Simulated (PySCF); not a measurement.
# C4H6: the cost of one run

Program: PySCF 2.14.0. Level of theory: levels as typed in each script, gas phase, geometry from GFN2-xTB. These are calculated values, not measurements.

## Step 1: The system as given

SMILES `C=CC=C`, 10 atoms, charge 0, spin multiplicity 1.

Bond lengths: C1–C2 1.329 Å, C1–H5 1.078 Å, C1–H6 1.076 Å, C2–C3 1.447 Å, C2–H7 1.083 Å, C3–C4 1.329 Å, C3–H8 1.083 Å, C4–H9 1.078 Å, C4–H10 1.076 Å. Angles: C2–C1–H5 121.5°, C2–C1–H6 122.1°, H5–C1–H6 116.4°, C1–C2–C3 123.7°, C1–C2–H7 120.3°, C3–C2–H7 116.1°, C2–C3–C4 123.7°, C2–C3–H8 116.1°, C4–C3–H8 120.3°, C3–C4–H9 121.5°, C3–C4–H10 122.1°, H9–C4–H10 116.4°.

Geometry (Å):

```
C     1.8282    0.1074    0.0000
C     0.6013   -0.4022    0.0000
C    -0.6013    0.4022    0.0000
C    -1.8282   -0.1074    0.0000
H     1.9962    1.1722    0.0000
H     2.7066   -0.5150    0.0000
H     0.4561   -1.4750    0.0000
H    -0.4561    1.4750    0.0000
H    -1.9962   -1.1722    0.0000
H    -2.7066    0.5150    0.0000
```

## Step 2: Excited states (B3LYP/def2-svp)

File input.py:

```python
import numpy as np
from pyscf import gto, scf, dft, tdscf
from pyscf.scf import atom_ks, atom_hf
from scipy.linalg import block_diag

def solve(mol, dm0=None, hcore=None):
    mf = (dft.UKS if mol.spin else dft.RKS)(mol, xc='b3lyp')
    mf.grids.level = 3
    mf = mf.density_fit(auxbasis='def2-universal-jkfit')
    mf.conv_tol, mf.max_cycle = 1e-8, 80
    if hcore is not None:
        mf.get_hcore = lambda *args: hcore
    mf.kernel(dm0)
    if not mf.converged:
        mf = mf.newton().run(mf.mo_coeff, mf.mo_occ, max_cycle=30)
    assert mf.converged, 'SCF not converged'
    return mf

mol = gto.M(atom='''
C      1.82822     0.10737     0.00000
C      0.60134    -0.40223     0.00000
C     -0.60134     0.40223     0.00000
C     -1.82822    -0.10737     0.00000
H      1.99619     1.17224     0.00000
H      2.70657    -0.51496     0.00000
H      0.45611    -1.47505     0.00000
H     -0.45611     1.47505     0.00000
H     -1.99619    -1.17224     0.00000
H     -2.70657     0.51496     0.00000
''', basis='def2-svp', charge=0, spin=0, verbose=4)
mf = solve(mol)
td = mf.TDA()
td.nstates, td.singlet, td.conv_tol = 5, True, 1e-5
td.kernel()
td.analyze()
x, y = np.array([p[0] for p in td.xy]), np.array([p[1] + 0 * p[0] for p in td.xy])
f, mu = td.oscillator_strength(), td.transition_dipole()
nto = [td.get_nto(state=i + 1, verbose=4) for i in range(len(td.e))]
# spherically averaged free atoms, for the promolecule
atm = atom_ks.get_atm_nrks(mol, xc='b3lyp')
pro = block_diag(*[(atm[a[0]][2] * atm[a[0]][3]) @ atm[a[0]][2].T for a in mol._atom])
np.savez('result.npz', e=td.e, f=f, ok=td.converged, w=[n[0] for n in nto], nto=[n[1] for n in nto], x=x, y=y, c=mf.mo_coeff, occ=mf.mo_occ, eps=mf.mo_energy, pro=pro, mu=mu)
```

On the command line:

```bash
$ OMP_NUM_THREADS=1 python input.py
```

**Question.** How long does this run take on 1 thread of Intel Xeon 6975P-C (Granite Rapids), shared host, and how much memory does it need?

About 36 s, with a peak of 0.52 GiB.
